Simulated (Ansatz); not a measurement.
# AlH3O (SMILES [H][Al]([H])[OH]) at wB97X/STO-3G

What is the energy change on altering one bond length of AlH3O at wB97X/STO-3G? 

The calculation is run with Ansatz 0.2.0.

56 further runs of the same task are left out: 56 set aside as unsound or not needed.

## 1. The molecule

The species is AlH3O (5 atoms), meant as a singlet with charge 0. SMILES: `[H][Al]([H])[OH]`. Geometry: a GFN2-xTB relaxation, a rough one for these elements and not checked as a minimum.

Bond lengths: Al1–O4 1.636 Å, Al1–H2 1.532 Å, Al1–H3 1.531 Å, O4–H5 0.949 Å. Angles: Al1–O4–H5 179.6°, H2–Al1–O4 120.0°, H3–Al1–O4 120.0°, H2–Al1–H3 120.0°.

## 2. The energy at wB97X/STO-3G

job.yaml reads:

```yaml
crystal:
  periodic: [false, false, false]
  atoms:
    - symbol: Al
      position_ang: [0.271770, 0.451120, -0.109270]
    - symbol: H
      position_ang: [1.798980, 0.417230, -0.221380]
    - symbol: H
      position_ang: [-0.481020, 1.769010, -0.311810]
    - symbol: O
      position_ang: [-0.555450, -0.920030, 0.226660]
    - symbol: H
      position_ang: [-1.034280, -1.717330, 0.415800]
basis:
  gaussian: {orbitals: STO-3G}
hamiltonian: {xc: {name: wB97X}}
accuracy: high
```

Started as:

```console
$ ansatz run job.yaml --threads 1 --pin off --max-ram 2610MiB --events-out events.jsonl --progress --plain --runs-dir runs
```

What it wrote:

```text
Warning: RAYON_NUM_THREADS=1 ignored (pool sized by the plan → 1); use --threads N
Functional definition: wB97X
  name "wB97X"
  parameter omega = 0.3/bohr
  parameter cx = 0.157706
  parameter cx1 = 0.726479
  parameter cx2 = 1.04760
  parameter cx3 = -5.70635
  parameter cx4 = 13.2794
  parameter css1 = -4.33879
  parameter css2 = 18.2308
  parameter css3 = -31.7430
  parameter css4 = 17.2901
  parameter cos1 = 2.37031
  parameter cos2 = -11.3995
  parameter cos3 = 6.58405
  parameter cos4 = -3.78132
  exchange = spin_sum(e_x_unif_sr(omega)*poly(b97_u_x, 1 - cx, cx1, cx2, cx3, cx4)) + cx*exact_x_sr(omega)
      + exact_x_lr(omega)
  correlation = spin_sum(e_c_pw_same_spin*poly(b97_u_same, 1, css1, css2, css3, css4))
      + integral(e_c_pw_opposite_spin*poly(b97_u_opposite, 1, cos1, cos2, cos3, cos4))
288 factors; integrals over basis functions are off by at most 2.9e-8 eV
127 factors; integrals over basis functions are off by at most 8.4e-10 eV
mean field evaluation 1: about -8581.2294 eV, gradient 2.4e1 eV
mean field evaluation 2: about -8582.6015 eV, gradient 1.6e1 eV
mean field evaluation 4: about -8583.3290 eV, gradient 2.9e-1 eV
mean field evaluation 8: about -8583.2939 eV, gradient 6.2e-4 eV
mean field evaluation 16: about -8583.2939 eV, gradient 1.2e-8 eV
mean field -8583.29385799 eV, -315.4302313155 hartree, gradient 1.2e-8 eV, S^2 0.000000; 0 other end points of the search recorded, 0 dependent functions left out
reference -8583.29385628 eV, -315.4302312529 hartree; 12, 12 occupied and 5, 5 virtual orbitals, 288 factors
Total energy: -8583.29385628 eV, -315.4302312529 hartree
```

Run time: 8.1 s. Hardware: 1 thread of Intel Xeon Platinum 8259CL at 2.50GHz (Skylake/Cascade Lake), shared host; peak memory 0.25 GiB.

## 3. The distorted shape

input.yaml reads:

```yaml
crystal:
  periodic: [false, false, false]
  atoms:
    - {symbol: Al, position_ang: [-0.110015, 0.459592, -0.081244]}
    - {symbol: H, position_ang: [1.798980, 0.417230, -0.221380]}
    - {symbol: H, position_ang: [-0.862805, 1.777482, -0.283784]}
    - {symbol: O, position_ang: [-0.937235, -0.911558, 0.254686]}
    - {symbol: H, position_ang: [-1.416065, -1.708858, 0.443826]}
basis:
  gaussian:
    orbitals: STO-3G
accuracy: high
hamiltonian:
  xc: {name: wB97X}
```

Started as:

```console
$ ansatz run input.yaml --threads 1 --pin off --max-ram 2610MiB --events-out events.jsonl --progress --plain --runs-dir runs
```

What it wrote, shortened:

```text
Warning: RAYON_NUM_THREADS=1 ignored (pool sized by the plan → 1); use --threads N
[... 2 set-up lines as earlier in the session ...]
[...]
      + exact_x_lr(omega)
[...]
      + integral(e_c_pw_opposite_spin*poly(b97_u_opposite, 1, cos1, cos2, cos3, cos4))
288 factors; integrals over basis functions are off by at most 1.7e-8 eV
127 factors; integrals over basis functions are off by at most 9.8e-10 eV
[...]
mean field -8582.01127613 eV, -315.3830973015 hartree, gradient 2.0e-8 eV, S^2 0.000000; 0 other end points of the search recorded, 0 dependent functions left out
reference -8582.01127437 eV, -315.3830972370 hartree; 12, 12 occupied and 5, 5 virtual orbitals, 288 factors
Total energy: -8582.01127437 eV, -315.3830972370 hartree
```

Wall time 6.9 s (1 thread of Intel Xeon Platinum 8259CL at 2.50GHz (Skylake/Cascade Lake), shared host); peak memory 0.25 GiB.

## 4. What came out

At wB97X/STO-3G:

| quantity | value |
| --- | --- |
| first shape: total energy | -315.43023 Eh |
| distorted shape: total energy | -315.38310 Eh |
| energy change with the Al1–H2 bond stretched from 1.532 to 1.915 Å | 1.283 eV |

With the Al1–H2 bond stretched from 1.532 to 1.915 Å the energy rises by 1.28 eV (124 kJ/mol). The first shape isn't relaxed at this level, so the change isn't measured from a minimum. The minimal basis adds a large error of its own.
